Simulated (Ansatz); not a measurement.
1T (CdI2-type) TiSe₂: PBE at its full settings (plane-wave cutoff 520 eV, 18×18×10 k mesh (along the axes of the cell as run), Fermi–Dirac smearing 0.05 eV, no spin polarisation, scalar-relativistic PAW data made under PBE) and at cheaper ones, in a cell of 3 atoms with Γ-centred meshes.

```csv
level and setting,equilibrium lattice constant a (Å),c axis length (Å),bulk modulus (GPa)
PBE (Ansatz),3.539,6.728,4.1
PBE (300 eV cutoff) (Ansatz),3.537,6.718,5.0
PBE (6×6×6 k mesh) (Ansatz),3.534,6.744,4.5
```

Largest shifts from the full settings: lattice constant a -0.14 % (PBE (6×6×6 k mesh)), against a difference of +0.08 % of the full result from the reference 3.536 Å (measured, temperature not stated, no zero-point or thermal correction; as tabulated in Björkman (2014), arXiv:1406.2436); lattice parameter c +0.24 % (PBE (6×6×6 k mesh)), against a difference of +12.2 % of the full result from the reference 5.996 Å (measured, temperature not stated, zero-point anharmonic expansion removed (computed with revB86b-DF2); no thermal correction; as tabulated in Björkman (2014), arXiv:1406.2436); bulk modulus +22 % (PBE (300 eV cutoff)).

Caveats: the cell comes from a level without a dispersion term, which matters for the spacing of layers, chains or molecules (PBE, PBE (300 eV cutoff), PBE (6×6×6 k mesh)). Ansatz's density-functional and Hartree–Fock values are scalar-relativistic unless marked +SOC, with PAW data made under PBE.

Run with cheap settings on purpose, which may leave them unconverged: PBE (300 eV cutoff), PBE (6×6×6 k mesh).

Ansatz is a first-principles code.
